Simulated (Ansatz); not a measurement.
# C2H6FNO2: inversion of the pyramid at N4, part 2 of 2

How high is the barrier for the inversion of the pyramid at N4? Relax the two ends, then run a nudged elastic band between them. SMILES of the start: COC(N)(O)F.

Ansatz 0.2.0; RKS r2SCAN/cc-pVDZ. Earlier steps stand in the parts before.

## Step 5: Images and barrier

Images 0 and 8 are the ends. Energies count from image 0; the path length is the program's own measure over all atoms.

| image | path (Å) | energy (eV) | sum of angles at N4 (°) | band force (eV/Å) |
| --- | --- | --- | --- | --- |
| 0 | 0.000 | 0.0000 | 322.8 | - |
| 1 | 0.234 | 0.0037 | 323.4 | 0.013 |
| 2 | 0.468 | 0.0168 | 325.0 | 0.011 |
| 3 | 0.702 | 0.0424 | 330.8 | 0.018 |
| 4 | 0.936 | 0.1363 | 349.8 | 0.014 |
| 5* | 1.169 | 0.2184 | 359.9 | 0.013 |
| 6 | 1.364 | 0.1683 | 350.0 | 0.014 |
| 7 | 1.559 | 0.1088 | 334.0 | 0.008 |
| 8 | 1.753 | 0.0988 | 328.2 | - |

The star marks the climbing image.

image, energy (eV) and a bar:
```
        0      0.000 
        1      0.004 #
        2      0.017 ##
        3      0.042 ######
        4      0.136 ###################
        5      0.218 ##############################
        6      0.168 #######################
        7      0.109 ###############
        8      0.099 ##############
```

The top of the band by iteration:

| iteration | highest image above image 0 (eV) | largest band force (eV/Å) |
| --- | --- | --- |
| 1 | 2.0871 | 16.159 |
| 2 | 0.4880 | 1.777 |
| 3 | 0.2970 | 0.712 |
| 4 | 0.2389 | 0.435 |
| 5 | 0.2165 | 0.350 |
| 6 | 0.2240 | 0.414 |
| 7 | 0.2211 | 0.156 |
| 8 | 0.2193 | 0.107 |
| 9 | 0.2185 | 0.055 |
| 10 | 0.2184 | 0.018 |

The band as a trajectory file:

```xyz
12
image=0 dE=0.0000
C    -0.592   -1.247    0.967
O     0.580   -0.679    0.373
C     0.387    0.570   -0.188
N    -0.541    0.560   -1.268
O     1.622    1.047   -0.561
F    -0.159    1.422    0.782
H    -0.335   -2.287    1.203
H    -1.437   -1.213    0.262
H    -0.860   -0.707    1.890
H    -0.732    1.528   -1.532
H    -0.083    0.116   -2.066
H     2.226    0.834    0.171
12
image=1 dE=0.0037
C    -0.594   -1.244    0.966
O     0.588   -0.672    0.399
C     0.398    0.565   -0.188
N    -0.534    0.545   -1.266
O     1.634    1.026   -0.570
F    -0.146    1.435    0.770
H    -0.319   -2.261    1.272
H    -1.402   -1.274    0.219
H    -0.924   -0.665    1.844
H    -0.827    1.505   -1.455
H    -0.044    0.212   -2.098
H     2.247    0.774    0.142
12
image=2 dE=0.0168
C    -0.595   -1.233    0.970
O     0.601   -0.657    0.440
C     0.411    0.561   -0.190
N    -0.510    0.510   -1.278
O     1.650    1.009   -0.575
F    -0.146    1.452    0.743
H    -0.329   -2.249    1.286
H    -1.375   -1.266    0.193
H    -0.958   -0.653    1.835
H    -0.948    1.425   -1.380
H     0.012    0.319   -2.134
H     2.265    0.726    0.124
12
image=3 dE=0.0424
C    -0.596   -1.211    0.966
O     0.617   -0.634    0.481
C     0.432    0.566   -0.189
N    -0.479    0.481   -1.279
O     1.676    0.996   -0.574
F    -0.131    1.479    0.723
H    -0.347   -2.231    1.281
H    -1.345   -1.235    0.159
H    -0.988   -0.635    1.820
H    -1.075    1.304   -1.314
H     0.028    0.383   -2.156
H     2.286    0.682    0.117
12
image=4 dE=0.1363
C    -0.594   -1.187    0.946
O     0.628   -0.621    0.478
C     0.460    0.594   -0.188
N    -0.428    0.533   -1.277
O     1.718    1.006   -0.544
F    -0.108    1.497    0.730
H    -0.360   -2.211    1.262
H    -1.339   -1.206    0.134
H    -0.991   -0.610    1.797
H    -1.197    1.189   -1.270
H    -0.020    0.316   -2.176
H     2.308    0.646    0.142
12
image=5 dE=0.2184
C    -0.593   -1.179    0.930
O     0.624   -0.619    0.453
C     0.475    0.622   -0.191
N    -0.360    0.667   -1.308
O     1.744    1.017   -0.518
F    -0.100    1.497    0.745
H    -0.361   -2.203    1.248
H    -1.349   -1.205    0.126
H    -0.989   -0.605    1.785
H    -1.271    1.088   -1.232
H    -0.062    0.233   -2.168
H     2.320    0.633    0.165
12
image=6 dE=0.1683
C    -0.595   -1.175    0.914
O     0.613   -0.618    0.414
C     0.482    0.646   -0.197
N    -0.318    0.782   -1.343
O     1.757    1.032   -0.502
F    -0.095    1.495    0.759
H    -0.356   -2.199    1.232
H    -1.364   -1.212    0.122
H    -0.982   -0.603    1.774
H    -1.297    0.986   -1.193
H    -0.090    0.180   -2.124
H     2.322    0.631    0.179
12
image=7 dE=0.1088
C    -0.602   -1.164    0.886
O     0.601   -0.617    0.364
C     0.491    0.670   -0.201
N    -0.306    0.848   -1.359
O     1.768    1.054   -0.489
F    -0.079    1.494    0.778
H    -0.361   -2.186    1.206
H    -1.388   -1.209    0.110
H    -0.972   -0.584    1.747
H    -1.299    0.859   -1.138
H    -0.099    0.141   -2.062
H     2.324    0.638    0.191
12
image=8 dE=0.0988
C    -0.612   -1.155    0.857
O     0.604   -0.614    0.357
C     0.500    0.680   -0.189
N    -0.327    0.863   -1.327
O     1.771    1.059   -0.503
F    -0.038    1.498    0.812
H    -0.375   -2.161    1.224
H    -1.373   -1.239    0.058
H    -1.015   -0.543    1.681
H    -1.306    0.749   -1.070
H    -0.088    0.166   -2.033
H     2.339    0.642    0.166
```

## Step 6: Vibrations at the top

The geometry is the highest inner image of the first converged band.

The input, input.yaml:

```yaml
crystal:
  periodic: [false, false, false]
  atoms:
    - { symbol: C, position_ang: [-0.593138, -1.178652, 0.930392] }
    - { symbol: O, position_ang: [0.623526, -0.619409, 0.452595] }
    - { symbol: C, position_ang: [0.475343, 0.621505, -0.191372] }
    - { symbol: "N", position_ang: [-0.359811, 0.667311, -1.308387] }
    - { symbol: O, position_ang: [1.744164, 1.017102, -0.518064] }
    - { symbol: F, position_ang: [-0.099959, 1.497392, 0.745308] }
    - { symbol: H, position_ang: [-0.361068, -2.20346, 1.247636] }
    - { symbol: H, position_ang: [-1.349364, -1.205095, 0.125811] }
    - { symbol: H, position_ang: [-0.988506, -0.604897, 1.785351] }
    - { symbol: H, position_ang: [-1.271383, 1.087623, -1.232488] }
    - { symbol: H, position_ang: [-0.062311, 0.23268, -2.167851] }
    - { symbol: H, position_ang: [2.319606, 0.632704, 0.16487] }
basis:
  gaussian: { orbitals: cc-pVDZ }
hamiltonian:
  xc: r2scan
phonons: {}
```

The run is started by

```bash
$ ansatz run input.yaml --threads 2 --pin off --max-ram 3072MiB --backend cpu --events-out ev --progress --plain --runs-dir out
```

What it wrote, cut to the lines that bear on the results:

```text
Warning: RAYON_NUM_THREADS=2 ignored (pool sized by the plan → 2); use --threads N
[...]
Functional definition: r2SCAN
[...]
1312 factors; their error is unknown
[...]
mean field -10468.18375895 eV, -384.6986575516 hartree, gradient 3.4e-5 eV, S^2 0.000000; 0 other end points of the search recorded, 0 dependent functions left out
[...]
reference -10468.18376798 eV, -384.6986578833 hartree; 25, 25 occupied and 89, 89 virtual orbitals, 1312 factors
[...]
1312 factors; their error is unknown
mean field -10468.18361241 eV, -384.6986521664 hartree, gradient 1.1e-6 eV, S^2 0.000000; 0 other end points of the search recorded, 0 dependent functions left out
[...]
reference -10468.18362144 eV, -384.6986524981 hartree; 25, 25 occupied and 89, 89 virtual orbitals, 1312 factors
[...]
1312 factors; their error is unknown
mean field -10468.18361434 eV, -384.6986522374 hartree, gradient 1.0e-6 eV, S^2 0.000000; 0 other end points of the search recorded, 0 dependent functions left out
[...]
WARN: phonons: modes at or below zero, which the zero-point energy, F, S and C_V leave out: 1, the lowest at -602.53 cm⁻¹. A minimum has none, and a first-order saddle one
[...]
Atom 4 at     1.744164     1.017102    -0.518064 Å, force     0.003978    -0.002910    -0.003142 eV/Å
Atom 5 at    -0.099959     1.497392     0.745308 Å, force    -0.003664    -0.001028     0.001747 eV/Å
Atom 6 at    -0.361068    -2.203460     1.247636 Å, force     0.000164     0.000329     0.001629 eV/Å
Atom 7 at    -1.349364    -1.205095     0.125811 Å, force     0.001131    -0.000220    -0.000654 eV/Å
Atom 8 at    -0.988506    -0.604897     1.785351 Å, force    -0.000303     0.002150    -0.001524 eV/Å
Atom 9 at    -1.271383     1.087623    -1.232488 Å, force    -0.002313    -0.001432    -0.004494 eV/Å
Atom 10 at    -0.062311     0.232680    -2.167851 Å, force     0.002136     0.001613     0.000165 eV/Å
Atom 11 at     2.319606     0.632704     0.164870 Å, force     0.001506     0.001258     0.000061 eV/Å
Dipole moment:    -0.224492    -0.312483    -0.132268 e Å
Vibrations: -602.53 114.09 187.87 211.19 288.46 395.81 435.45 489.95 546.47 583.38 645.83 817.49 898.93 1067.84 1107.45 1160.04 1189.00 1195.82 1301.02 1401.00 1453.93 1464.65 1483.12 1571.40 3011.96 3094.55 3155.69 3641.61 3745.85 3793.84 cm⁻¹, zero-point energy 2.507809 eV
```

Wall time 2 min (2 threads of AMD EPYC 7B13 (Zen 3), shared host); peak memory 0.19 GiB.

Of 30 modes, 1 is imaginary by more than 30 cm⁻¹ (603i cm⁻¹).

## Step 7: Another band, settings changed

crystal.atoms is end A as relaxed above, and neb.final_atoms is end B, turned to lie on A. With 7 inner images the band has 9 in all.

The input, input.yaml:

```yaml
crystal:
  periodic: [false, false, false]
  atoms:
    - { symbol: C, position_ang: [-0.591778, -1.246701, 0.967349] }
    - { symbol: O, position_ang: [0.580232, -0.678572, 0.372779] }
    - { symbol: C, position_ang: [0.387451, 0.569639, -0.18817] }
    - { symbol: "N", position_ang: [-0.541349, 0.559794, -1.26758] }
    - { symbol: O, position_ang: [1.622018, 1.047498, -0.560784] }
    - { symbol: F, position_ang: [-0.158596, 1.421968, 0.7823] }
    - { symbol: H, position_ang: [-0.335122, -2.286935, 1.203461] }
    - { symbol: H, position_ang: [-1.436715, -1.212946, 0.262118] }
    - { symbol: H, position_ang: [-0.859816, -0.707133, 1.889538] }
    - { symbol: H, position_ang: [-0.732043, 1.527864, -1.531732] }
    - { symbol: H, position_ang: [-0.083488, 0.116458, -2.066385] }
    - { symbol: H, position_ang: [2.226305, 0.833868, 0.170906] }
basis:
  gaussian: { orbitals: cc-pVDZ }
hamiltonian:
  xc: r2scan
neb:
  order_check: false
  images: 7
  f_tol: 0.05
  max_iterations: 60
  initial_path: linear
  final_atoms:
    - { symbol: C, position_ang: [-0.6124816, -1.15469331, 0.85711238] }
    - { symbol: O, position_ang: [0.60362577, -0.6142619, 0.3573835] }
    - { symbol: C, position_ang: [0.50028513, 0.67988872, -0.18876466] }
    - { symbol: "N", position_ang: [-0.32731644, 0.86335255, -1.32728591] }
    - { symbol: O, position_ang: [1.77067245, 1.05921021, -0.50304525] }
    - { symbol: F, position_ang: [-0.03811691, 1.49768074, 0.81221839] }
    - { symbol: H, position_ang: [-0.3751543, -2.16135625, 1.22377872] }
    - { symbol: H, position_ang: [-1.37342472, -1.23904522, 0.0583225] }
    - { symbol: H, position_ang: [-1.01527808, -0.54333254, 1.68104912] }
    - { symbol: H, position_ang: [-1.30636428, 0.74902916, -1.06965558] }
    - { symbol: H, position_ang: [-0.0880682, 0.16639087, -2.03308849] }
    - { symbol: H, position_ang: [2.33872018, 0.64193898, 0.16577528] }
```

The run is started by

```bash
$ ansatz run input.yaml --threads 2 --pin off --max-ram 3072MiB --backend cpu --events-out ev --progress --plain --runs-dir out
```

What it wrote, cut to the lines that bear on the results:

```text
Warning: RAYON_NUM_THREADS=2 ignored (pool sized by the plan → 2); use --threads N
[...]
[... 1 set-up line as earlier in the session ...]
[...]
1312 factors; their error is unknown
[...]
mean field -10468.40215379 eV, -384.7066834139 hartree, gradient 3.8e-5 eV, S^2 0.000000; 0 other end points of the search recorded, 0 dependent functions left out
[...]
reference -10468.40216293 eV, -384.7066837498 hartree; 25, 25 occupied and 89, 89 virtual orbitals, 1312 factors
1312 factors; their error is unknown
[...]
mean field -10468.30334590 eV, -384.7030522910 hartree, gradient 3.7e-5 eV, S^2 0.000000; 0 other end points of the search recorded, 0 dependent functions left out
[...]
reference -10468.30335458 eV, -384.7030526099 hartree; 25, 25 occupied and 89, 89 virtual orbitals, 1312 factors
NEB end point (image 0): max|allowed force component| = 1.469e-2 eV/Å (the criterion of neb.relax_end_points is 1.000e-2)
[...]
Atom 2 at     0.492956     0.607546    -0.195672 Å, force    -0.020070     0.000967    -0.001362 eV/Å
Atom 3 at    -0.357235     0.683209    -1.300231 Å, force     0.016269     0.001374     0.013602 eV/Å
Atom 4 at     1.769515     0.968855    -0.533430 Å, force    -0.007020     0.003000    -0.009762 eV/Å
Atom 5 at    -0.045245     1.495487     0.751798 Å, force     0.006576     0.003371     0.000433 eV/Å
Atom 6 at    -0.411194    -2.199673     1.236504 Å, force     0.002076     0.000576    -0.000704 eV/Å
Atom 7 at    -1.385373    -1.160788     0.137804 Å, force    -0.000531    -0.003133    -0.001767 eV/Å
Atom 8 at    -0.977734    -0.585080     1.794330 Å, force    -0.002536    -0.000720     0.002767 eV/Å
Atom 9 at    -1.239251     1.161574    -1.218001 Å, force     0.000377    -0.008941    -0.006575 eV/Å
Atom 10 at    -0.104949     0.206647    -2.151958 Å, force    -0.003938     0.010540    -0.008235 eV/Å
Atom 11 at     2.340536     0.574584     0.147483 Å, force     0.001331    -0.004142     0.003339 eV/Å
Dipole moment:    -0.238268    -0.303970    -0.123831 e Å
this run last wrote the band of iteration 8 to <dir>
```

Wall time 3.1 min (2 threads of AMD EPYC 7B13 (Zen 3), shared host); peak memory 0.2 GiB.

## Step 8: The band, image by image

Images 0 and 8 are the ends. Energies count from image 0; the path length is the program's own measure over all atoms.

| image | path (Å) | energy (eV) | sum of angles at N4 (°) | band force (eV/Å) |
| --- | --- | --- | --- | --- |
| 0 | 0.000 | 0.0000 | 322.8 | - |
| 1 | 0.221 | 0.0034 | 323.6 | 0.016 |
| 2 | 0.443 | 0.0159 | 325.2 | 0.018 |
| 3 | 0.664 | 0.0466 | 332.9 | 0.014 |
| 4 | 0.885 | 0.1454 | 351.4 | 0.031 |
| 5* | 1.104 | 0.2188 | 359.9 | 0.020 |
| 6 | 1.310 | 0.1642 | 348.8 | 0.024 |
| 7 | 1.514 | 0.1071 | 332.7 | 0.032 |
| 8 | 1.718 | 0.0988 | 328.2 | - |

The star marks the climbing image.

image, energy (eV) and a bar:
```
        0      0.000 
        1      0.003 
        2      0.016 ##
        3      0.047 ######
        4      0.145 ####################
        5      0.219 ##############################
        6      0.164 #######################
        7      0.107 ###############
        8      0.099 ##############
```

## Step 9: What came out

This closing draws on all 2 parts.

```
                                quantity                                                     value
                                   end A                                   9 moves, 0.720 eV lower
                                   end B                                  13 moves, 0.773 eV lower
            first band: barrier forwards                                                  0.218 eV
           first band: barrier backwards                                                  0.120 eV
first band: second end relative to first                                                 +0.099 eV
               first band: highest image                                     5 of 0 to 8, climbing
             first band: band iterations                                                        10
              imaginary modes at the top                                                 603i cm⁻¹
                             second band  top 0.219 eV above image 0, 8 iterations, 7 inner images
             time, first and second band                                       3.7 min and 3.1 min
```

**Reading.** In the first band: the barrier from the first end is 0.22 eV, 8 times kT at 300 K; with a typical attempt rate of 10^13 per second that is roughly 10^9 events a second. The second end lies 0.099 eV above the first, so the way back costs 0.12 eV. One imaginary mode, as a first-order saddle point has. The second band's top agrees with the first's to 1 meV, so the changed settings hardly move the height. These are electronic energies, with no zero-point or thermal terms. Tunnelling, which matters where hydrogen moves, is missing too.
